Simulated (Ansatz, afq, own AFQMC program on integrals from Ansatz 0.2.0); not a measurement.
## InH$_{3}$⁺, doublet → InH3⁺, quartet

```xyz
4

In    0.0000   -0.0188    0.0006
H     0.0000    2.3330   -0.0684
H     0.0000   -0.1443   -1.6632
H     0.0000   -0.0483    1.6687
```

E(quartet, charge +1) − E(doublet, charge +1) at this geometry, on UHF and UHF determinants.

Basis def2-SVP with its core potentials. Only valence electrons are correlated. Ansatz 0.2.0 and our own AFQMC program on the same integrals; the CISD trial comes from CCSD amplitudes, and released means the phaseless constraint is let go. ± is one standard error of the sampling. No spin–orbit coupling. The errors of all members are added in quadrature.

Full CI on the same integrals is exact in this basis and with this determinant's frozen core.

Errors are counted within def2-SVP, not against nature.

Cautions: inner d shell frozen; no spin-orbit coupling; InH₃⁺ (quartet): another spin lies lower, an unrestricted solution with more broken spin lies lower, unrestricted determinant slightly spin contaminated (⟨S²⟩ 3.82 against 3.75), the released energies are still falling, so no released level is given (meV from the phaseless value at times in 1/Eh: -0.6 ± 1.9 at 0.24, -3.3 ± 1.9 at 0.51, -7.7 ± 2.1 at 0.99, -10 ± 3 at 1.62, -13 ± 3 at 2.40), though the last usable value meets full CI within the noise; the upper state may be diffuse, so the gap hangs on the basis.

Reference (full CI): 137.6 kcal/mol.

```json
{"level": "HF", "vertical spin gap (kcal/mol)": "134.9", "error against FCI (kcal/mol)": "-2.7"}
{"level": "MP2", "vertical spin gap (kcal/mol)": "140.6", "error against FCI (kcal/mol)": "3.1"}
{"level": "CCSD", "vertical spin gap (kcal/mol)": "138.0", "error against FCI (kcal/mol)": "0.4"}
{"level": "CCSD(T)", "vertical spin gap (kcal/mol)": "137.7", "error against FCI (kcal/mol)": "0.1"}
{"level": "CCSDT", "vertical spin gap (kcal/mol)": "137.6", "error against FCI (kcal/mol)": "0.0"}
{"level": "CCSDT(Q)", "vertical spin gap (kcal/mol)": "137.6", "error against FCI (kcal/mol)": "0.0"}
{"level": "ph-AFQMC/CISD", "vertical spin gap (kcal/mol)": "137.8 ± 0.05", "error against FCI (kcal/mol)": "0.2 ± 0.05"}
```

Correlation beyond CCSD(T) takes off 0.1 kcal/mol. The perturbative (T) step is worth −0.3 kcal/mol.

CCSDT and higher add their correlation energy to the determinant of the CCSD(T) run, since their own runs factorise the integrals more tightly (a shift of under 2 meV). A walk keeps the symmetry of its determinant, which the program's search chose and which needn't be the lowest solution, so a lower state of the same spin and another symmetry isn't excluded.
